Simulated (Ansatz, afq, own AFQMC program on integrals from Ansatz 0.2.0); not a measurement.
# Zn, singlet in def2-TZVPP, levels against CCSDT(Q)

A free Zn atom.

Basis def2-TZVPP. Only valence electrons are correlated. Integrals, coupled cluster, full CI and functionals: Ansatz 0.2.0; the random walks run on the same integrals in our own AFQMC program. ph-AFQMC/CISD is guided by a CISD state made of CCSD amplitudes; releasing the constraint for a short imaginary time cuts its bias at the price of noise, slowly where states lie close. Free projection: walkers drawn from exp(T), propagated without any constraint. Its projection time is finite, and what remains of the start isn't in its error. ± is one standard error of the sampling. The metal's outer-core s and p shells are frozen, which shifts wave-function levels against functionals.

Determinant: RHF, the one that the program's search chose, which needn't be the lowest solution.

No full CI on the walks' own integrals is used here; CCSDT(Q) serves as the reference and is uncertain by about the last step of the cluster series.

Cautions: no relativity below Rb; outer-core shells of the metal frozen.

The T1 diagnostic is 0.0173. The weight of the determinant in the CISD state is 0.905. The size of the correlated space is 12 electrons in 55 orbitals.

| level | correlation energy (eV) |
| --- | --- |
| MP2 | -13.2899 |
| CCSD | -12.2313 |
| CCSD(T) | -12.5983 |

Problem. Estimate where AFQMC with the constraint released lies against CCSD(T) on the same integrals.

Solution. 2.3 ± 0.5 kJ/mol above CCSD(T).

Reference: CCSDT(Q), correlation energy -12.569 eV. The released energy is read at 1.50 1/Eh (meV from the phaseless value at times in 1/Eh: 5 ± 3 at 0.24, -2 ± 5 at 0.50, -3 ± 5 at 1.00, -5 ± 6 at 1.50).

```json
{"level": "CCSD(T)", "E − E(reference) (kJ/mol)": "-2.8", "share of correlation (%)": "100.23"}
{"level": "CCSDT", "E − E(reference) (kJ/mol)": "-0.4", "share of correlation (%)": "100.04"}
{"level": "ph-AFQMC/CISD", "E − E(reference) (kJ/mol)": "-0.1 ± 0.4", "share of correlation (%)": "100.01"}
{"level": "released AFQMC", "E − E(reference) (kJ/mol)": "-0.5 ± 0.5", "share of correlation (%)": "100.05"}
{"level": "free AFQMC", "E − E(reference) (kJ/mol)": "0.1 ± 1.2", "share of correlation (%)": "99.99"}
```

Free projections are given only where their last times agree within the noise and don't stop above the reference; a slow remainder of the start can still hide under it. A walk keeps the symmetry of its determinant, which the program's search chose and which needn't be the lowest solution, so a lower state of the same spin and another symmetry isn't excluded. Released energies are given only where the last usable release times agree within the noise; a slower fall can still hide under it.
